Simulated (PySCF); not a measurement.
**Computed NMR parameters against published values**

Structure with atom numbers: `[CH2:1]=[CH:2][F:3]` (H(Xn): hydrogen on atom n). Ha(C1) is cis to F3; Hb(C1) is trans to F3.

Published estimates (parent shift plus substituent increments) and measurements: δ 19F F3 -113.0 ppm (measured; G. Saielli, R. Bini, A. Bagno, Computational 19F NMR. 2. Organic compounds, RSC Adv. 2014, ESI (exp. from Berger-Braun-Kalinowski 1994 and Everett 1995)).
δ 13C C2 148.2; C1 89.0 ppm (estimated from measurements, as parent shift plus tabulated substituent increment; solution, not stated per compound (mostly CDCl3 or CCl4); Pretsch, Buehlmann, Badertscher, Structure Determination of Organic Compounds, 4th ed. (2009)).
δ 1H H(C2) 6.17; Ha(C1) 4.37; Hb(C1) 4.03 ppm (measured; solution, not stated per compound (mostly CDCl3 or CCl4); Pretsch, Buehlmann, Badertscher, Structure Determination of Organic Compounds, 4th ed. (2009)).
σ 19F F3 324.2 ppm (CCSD(T)/13s9p4d3f; gas (isolated, no vibration); M. E. Harding, PhD thesis, Mainz 2008 (Harding, Lenhart, Auer, Gauss, JCP 2008, 128, 244111)).
σ 19F F3 313.9 ppm (CCSD(T)/13s9p4d3f + vibration and temperature (MP2); gas, 300 K; M. E. Harding, PhD thesis, Mainz 2008 (Harding, Lenhart, Auer, Gauss, JCP 2008, 128, 244111)). Coupling constants: 3J(Hb(C1),H(C2)) (cis) 4.7 Hz, 3J(Ha(C1),H(C2)) (trans) 12.8 Hz, 3J(H(C2),Hb(C1)) (cis) 4.7 Hz, 3J(H(C2),Ha(C1)) (trans) 12.8 Hz, 2J(Ha(C1),Hb(C1)) -3.2 Hz, 1J(C2,H(C2)) 200.2 Hz.

[PySCF 2.14.0 with density-fitted response routines: shieldings: GIAO KT2/pcSseg-2; PBE0-D3(BJ)/def2-SVP structure; J: B3LYP/pcJ-1; single conformer; relativity neglected; in vacuum]

Q: How close does the calculation come?

A: 
Reference values: measured (G. Saielli, R. Bini, A. Bagno, Computational 19F NMR. 2. Organic compounds, RSC Adv. 2014, ESI (exp. from Berger-Braun-Kalinowski 1994 and Everett 1995)).
| atoms | quantity | reference | computed |
| --- | --- | --- | --- |
| F3 | δ 19F vs CFCl3 | -113.0 | -130.6 |

Reference values: estimated from measurements, as parent shift plus tabulated substituent increment (solution, not stated per compound (mostly CDCl3 or CCl4); Pretsch, Buehlmann, Badertscher, Structure Determination of Organic Compounds, 4th ed. (2009)).
| atoms | quantity | reference | computed | computed, scaled |
| --- | --- | --- | --- | --- |
| C2 | δ 13C | 148.2 | 159.7 | 162.3 |
| C1 | δ 13C | 89.0 | 92.2 | 91.8 |

Reference values: measured (solution, not stated per compound (mostly CDCl3 or CCl4); Pretsch, Buehlmann, Badertscher, Structure Determination of Organic Compounds, 4th ed. (2009)).
```tsv
atoms	quantity	reference	computed
H(C2)	δ 1H	6.17	6.89
Ha(C1)	δ 1H	4.37	4.71
Hb(C1)	δ 1H	4.03	4.34
```

Reference values: CCSD(T)/13s9p4d3f (gas (isolated, no vibration); M. E. Harding, PhD thesis, Mainz 2008 (Harding, Lenhart, Auer, Gauss, JCP 2008, 128, 244111)).
```
atoms  quantity  reference  computed
   F3     σ 19F      324.2     267.0
```

Reference values: CCSD(T)/13s9p4d3f + vibration and temperature (MP2) (gas, 300 K; M. E. Harding, PhD thesis, Mainz 2008 (Harding, Lenhart, Auer, Gauss, JCP 2008, 128, 244111)).
```tsv
atoms	quantity	reference	computed
F3	σ 19F	313.9	267.0
```

Absolute shieldings are compared as such; zero-point and thermal motion, absent here, lowers them by some tenths of a ppm for H, a few ppm for C and up to about 10 ppm for F.

Computed shifts are σ(ref) − σ with the named reference compound (TMS for H and C) calculated as an isolated molecule at the same level. The measured values may be among those fitted. Shieldings were converted by linear fits to measured shifts (mostly CDCl3, TMS scale, for H and C): 13C (scatter 2.6 ppm rms, 3.3 ppm with the 1 outlier that the fit left out). Occasional misses reach two or three times the rms, and more in compound classes unlike the fitted ones.

Coupling constants in Hz:
| coupling | reference | computed | source |
| --- | --- | --- | --- |
| 3J(Hb(C1),H(C2)) cis | 4.7 | 5.6 | measured; UCL NMR lecture notes, Spin-Spin Coupling (L3_3_97) |
| 3J(Ha(C1),H(C2)) trans | 12.8 | 14.2 | measured; UCL NMR lecture notes, Spin-Spin Coupling (L3_3_97) |
| 3J(H(C2),Hb(C1)) cis | 4.7 | 5.6 | measured; solution (compiled); Pretsch, Buehlmann, Badertscher, Structure Determination of Organic Compounds, 4th ed., Springer 2009 |
| 3J(H(C2),Ha(C1)) trans | 12.8 | 14.2 | measured; solution (compiled); Pretsch, Buehlmann, Badertscher, Structure Determination of Organic Compounds, 4th ed., Springer 2009 |
| 2J(Ha(C1),Hb(C1)) | -3.2 | -2.4 | measured; UCL NMR lecture notes, Spin-Spin Coupling (L3_3_97) |
| 1J(C2,H(C2)) | 200.2 | 203.3 | measured; liquid or solution (compiled); San Fabian, Garcia de la Vega, Suardiaz et al., Magn. Reson. Chem. 2013, 51, 775 (SI) |

Q: How far are the unscaled 13C shifts from the references?

A: Mean signed difference +7.35 ppm, mean absolute 7.35 ppm over 2 comparisons; the largest is +11.5 ppm at C2 (alkene CH).

Q: How far are the unscaled 1H shifts from the references?

A: Mean signed difference +0.46 ppm, mean absolute 0.46 ppm over 3 comparisons; the largest is +0.72 ppm at H(C2) (hydrogen on an alkene CH).

Q: How far are the unscaled 19F shieldings from the references?

A: Mean signed difference -52.05 ppm, mean absolute 52.05 ppm over 2 comparisons; the largest is -57.2 ppm at F3 (vinylic fluorine).

14 of the 22 published NMR values on file for this molecule are compared. The rest: values whose atom or origin is in doubt, other calculations.

Common functionals overestimate the size of one-bond C–F couplings by tens of Hz; these are unscaled. Unscaled 3J(H,H) at this level run about 10 % above measured values.
